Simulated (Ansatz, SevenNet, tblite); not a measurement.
Wurtzite CdSe: properties by level of theory

Reference values: lattice constant a 4.298 Å (measured, temperature not stated, not corrected to a static lattice; as tabulated in PVEducation, CdSe (wurtzite), citing its ref. 1); lattice parameter c 7.015 Å (measured, temperature not stated, not corrected to a static lattice; as tabulated in PVEducation, CdSe (wurtzite), citing its ref. 1); bulk modulus 53.4 GPa (measured, temperature not stated, no zero-point or thermal correction; as tabulated in Grünwald et al. (2012), arXiv:1201.2992).

```tsv
level (code)	equilibrium lattice constant a (Å)	c axis length (Å)	bulk modulus B0 (GPa)
GFN1-xTB (tblite)	4.384	7.142	38.4
SevenNet-0	4.390	7.183	44.3
SevenNet-l3i5	4.391	7.179	44.7
RPBE (Ansatz)	4.445	7.254	39.0
PBE-D4 (Ansatz)	4.323	7.065	49.9
rVV10 (Ansatz)	4.385	7.182	46.2
```

Differences from the reference values (errors of the level alone only where the reference is corrected to a static lattice):

| level | lattice constant a (%) | lattice parameter c (%) | bulk modulus (%) |
|---|---|---|---|
| GFN1-xTB | +2.00 | +1.81 | -28 |
| SevenNet-0 | +2.14 | +2.39 | -17.0 |
| SevenNet-l3i5 | +2.16 | +2.34 | -16.3 |
| RPBE | +3.42 | +3.41 | -27 |
| PBE-D4 | +0.58 | +0.71 | -6.6 |
| rVV10 | +2.02 | +2.38 | -13.5 |

Nearest: lattice constant a, not ranked (reference at room or unstated temperature); lattice parameter c, not ranked (reference at room or unstated temperature); bulk modulus, not ranked (reference at room or unstated temperature).

Machine-learned potentials (SevenNet-0, SevenNet-l3i5) are trained on DFT data: a solid inside that data is no test of them.

Caveats: the cell is over a tenth larger than the published one: the level's own overestimate first of all, though another phase or state, or a fault of the published cell, is possible (RPBE); the method was fitted mainly to molecules (GFN1-xTB); the run uses a supercell at the zone centre in place of a k mesh (GFN1-xTB). Ansatz's density-functional and Hartree–Fock values are scalar-relativistic unless marked +SOC, with PAW data made under PBE.

Differences are worked out from the printed values.

Computed values are for the static lattice.

Ansatz is a program for electronic structure.
